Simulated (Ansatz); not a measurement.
Reaction (SMILES): C#C (C2H2) + 3 [H][H] (H2) → 2 C (CH4)
B3LYP-D3(BJ)/def2-TZVP geometries, fixed; electronic energies without zero-point terms.
Largest species:
```
C
H 1 1.0892
H 1 1.0892 2 109.47
H 1 1.0892 2 109.47 3 120.00
H 1 1.0892 2 109.47 3 -120.00
```
Charge 0, spin multiplicity 1.

Core correlation in the energy of full hydrogenation at MP2 with Ansatz (an electronic-structure program), in kcal/mol: frozen core against all electrons. Core-valence sets carry the plain set on hydrogen.

| basis | functions, most | frozen core |
|---|---|---|
| cc-pVDZ | 38 | -109.17 |
| cc-pCVDZ | 46 | -108.83 |
| cc-pVTZ | 88 | -107.06 |
| cc-pCVTZ | 114 | -106.61 |
| cc-pwCVTZ | 114 | -106.51 |
| cc-pVQZ | 175 | -106.45 |
| cc-pCVQZ | 228 | -106.32 |
| cc-pwCVQZ | 228 | -106.28 |

Question: How large is the core term in each set?

Answer: The largest core-valence set, cc-pwCVQZ, gives a core term of 0.04 kcal/mol; the valence set cc-pVQZ, which lacks functions for the core, gives -1.30. By row: cc-pVDZ -0.62, cc-pCVDZ -0.41, cc-pVTZ -1.80, cc-pCVTZ -0.08, cc-pwCVTZ -0.01, cc-pVQZ -1.30, cc-pCVQZ 0.02, cc-pwCVQZ 0.04.
